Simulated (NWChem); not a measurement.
The numbers come from NWChem runs, not from measurements. System: chloroform (CHCl₃), charge 0, spin multiplicity 1, at a geometry optimised with B3LYP/def2-SVP. Level: B2PLYP/def2-TZVP, 16 core orbitals frozen.

The NWChem input:

```
start mol
memory heap 200 mb stack 900 mb global 1100 mb
geometry units angstroms nocenter noautoz
  Cl     0.851745    -0.066279     1.472644
  C     -0.009249     0.452825     0.000000
  Cl     0.851745    -0.066279    -1.472644
  Cl    -1.698374    -0.118208     0.000000
  H     -0.031481     1.546069     0.000000
  symmetry group Cs
end
basis spherical
  * library def2-tzvp
end
dft
  xc hfexch 0.53 becke88 0.47 lyp 0.73 mp2 0.27
  dftmp2
  semidirect memsize 60000000 filesize 0
  iterations 100
end
mp2
  freeze core 16
end
task dft energy
```

Part of the output:

```
             Northwest Computational Chemistry Package (NWChem) 7.3.0
             --------------------------------------------------------

                                NWChem Input Module
                                -------------------

 Scaling coordinates for geometry "geometry" by  1.889725989
 (inverse scale =  0.529177249)

 Turning off AUTOSYM since
 SYMMETRY directive was detected!

                             Geometry "geometry" -> ""
                             -------------------------

 Output coordinates in angstroms (scale by  1.889725989 to convert to a.u.)

  No.       Tag          Charge          X              Y              Z
 ---- ---------------- ---------- -------------- -------------- --------------
    1 Cl                  17.0000     0.85174500    -0.06627900     1.47264400
    2 C                    6.0000    -0.00924900     0.45282500     0.00000000
    3 Cl                  17.0000     0.85174500    -0.06627900    -1.47264400
    4 Cl                  17.0000    -1.69837400    -0.11820800     0.00000000
    5 H                    1.0000    -0.03148100     1.54606900     0.00000000

 Effective nuclear repulsion energy (a.u.)     260.9493123275

            Nuclear Dipole moment (a.u.)
            ----------------------------
        X                 Y               Z
 ---------------- ---------------- ----------------
    -0.0000056692    -0.0000056692     0.0000000000

      Symmetry information
      --------------------

 Group name             Cs
 Group number              2
 Group order               2
 No. of unique centers     4

      Symmetry unique atoms

     1    2    4    5


 Summary of "ao basis" -> "" (spherical)
 ------------------------------------------------------------------------------
       Tag                 Description            Shells   Functions and Types
 ---------------- ------------------------------  ------  ---------------------
 *                         def2-tzvp                  on all atoms

  dft_input: which_mp2 not specified, using semidirect MP2 by default.

                                 NWChem DFT Module
[...]
     2   1 1 0     -0.034860     -2.552434     -2.552434      5.070009
     2   1 0 1     -0.000000     -0.000000     -0.000000      0.000000
     2   0 2 0    -31.225426    -22.768294    -22.768294     14.311163
     2   0 1 1     -0.000000     -0.000000     -0.000000      0.000000
     2   0 0 2    -32.938469   -148.125684   -148.125684    263.312898

                   NWChem MP2 Semi-direct Energy/Gradient Module
                   ---------------------------------------------

  Basis functions       =    148
  Molecular orbitals    =    148
  Frozen core           =     16
  Frozen virtuals       =      0
  Active alpha occupied =     13
  Active beta occupied  =     13
  Active alpha virtual  =    119
  Active beta virtual   =    119
  Use MO symmetry       = T
  Use skeleton AO sym   = T

  AO/Fock/Back tols     =   1.0D-09  1.0D-09  1.0D-09

 GA uses MA = F    GA memory limited = T

 Available:
  local mem=  4.43D+07
 global mem=  1.44D+08
 local disk=  0.00D+00
  mp2_memr nvloc                   119
  nvloc new                   119
   1 passes of  13:        5242880                     122003                  55317993.
   1 passes of  13: M     44318732           G      144135392           F      39075852.
  mp2_memr nvloc                   119
  nvloc new                   119
   2 passes of   7:        5242880                      86317                  29803917.
   2 passes of   7: M     44318732           G      144135392           F      39075852.

 Semi-direct pass number   1 of   2  for RHF alpha+beta  at       13.1s
  vrange nnbf                 10510
  mp2_eaftype                   113  avail_ma_in_mb                   386
 EAF : mp2_eaftype filesize         113   14901959.
  mp2_eaf for mointskh                    113
Node 0 wrote     70.0 Mb in      0.0 s     Agg I/O rate:  2327.9 Mb/s
 Done moints_semi at       28.9s
  mp2_eaftype                   113  avail_ma_in_mb                   386
 EAF : mp2_eaftype filesize         113   14901959.
  mp2_eaf for kh                   113
 Done maket at       29.3s
 Semi-direct pass number   2 of   2  for RHF alpha+beta  at       29.3s
  vrange nnbf                 10510
  mp2_eaftype                   113  avail_ma_in_mb                   386
 EAF : mp2_eaftype filesize         113   14901959.
  mp2_eaf for mointskh                    113
Node 0 wrote     60.0 Mb in      0.0 s     Agg I/O rate:  2127.2 Mb/s
 Done moints_semi at       44.8s
  mp2_eaftype                   113  avail_ma_in_mb                   386
 EAF : mp2_eaftype filesize         113   14901959.
  mp2_eaf for kh                   113
 Done maket at       45.2s
 Done multipass loop at       45.2s

          -------------------------------------------
          DFT energy                   -1418.681578481615
          Unscaled MP2 energy             -0.891322230338
          Total DFT+MP2 energy         -1418.922235483806
          -------------------------------------------

 -----------------------
 Performance information
 -----------------------

 Timer overhead =  2.48D-07 seconds/call

               Nr. of calls         CPU time (s)                 Wall time (s)                GFlops
             ---------------    -------------------     ------------------------------   -------------------
Name         Min   Avg   Max    Min     Avg     Max     Min     Avg     Max   Mx/calls   Min     Max     Sum
mp2: moin     2     2     2    31.     31.     31.      31.     31.     31.     16.      0.0     0.0     0.0
mp2: make     2     2     2   0.80    0.80    0.80     0.80    0.80    0.80    0.40      0.0     0.0     0.0
mp2: tota     1     1     1    32.     32.     32.      32.     32.     32.     32.      0.0     0.0     0.0

 The average no. of pstat calls per process was 5.00D+00
 with a timing overhead of 1.24D-06s

 Task  times  cpu:       45.1s     wall:       45.1s

 Total times  cpu:       45.2s     wall:       45.2s
```
